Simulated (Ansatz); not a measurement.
AlH₃O (`[OH][AlH2]`), one more setting.

```yaml
crystal:
  periodic: [false, false, false]
  atoms:
    - {symbol: O, position_ang: [0.688339, -0.648658, 0.798507]}
    - {symbol: Al, position_ang: [-0.166569, 0.454916, -0.157331]}
    - {symbol: H, position_ang: [0.532134, -1.696341, 0.657880]}
    - {symbol: H, position_ang: [-1.144869, -0.074555, -1.344175]}
    - {symbol: H, position_ang: [0.135788, 1.915316, 0.101280]}
basis:
  gaussian: {orbitals: x2c-TZVPPall}
hamiltonian: {xc: {name: wPBEh}}
scf: {lower_state_search: off}
```

```sh
$ ansatz run in.yaml --threads 2 --pin off --events-out ev --progress --plain --max-ram 32768MiB --backend cpu
```

Shortened log:

```
Functional definition: wPBEh
614 factors; their error is unknown
68 factors; integrals over basis functions are off by at most 2.0e-6 eV
mean field evaluation 1: about -8697.6173 eV, gradient 5.8e1 eV
mean field evaluation 2: about -8668.0110 eV, gradient 1.3e2 eV
mean field evaluation 4: about -8703.2266 eV, gradient 1.6e0 eV
mean field evaluation 8: about -8703.2589 eV, gradient 1.5e-2 eV
mean field -8703.25889181 eV, -319.8388649932 hartree, gradient 5.4e-6 eV, S^2 0.000000; 0 other end points of the search recorded, 0 dependent functions left out
reference -8703.25893236 eV, -319.8388664836 hartree; 12, 12 occupied and 103, 103 virtual orbitals, 614 factors
Total energy: -8703.25893236 eV, -319.8388664836 hartree
Relativity: scalar
Checks for a lower state left out: stability, starts, cluster_reference, orbital_swaps, neighbouring_geometries, increment
```

Run time 0.96 s (2 threads of a server CPU on a shared host); peak host memory 0.17 GiB.
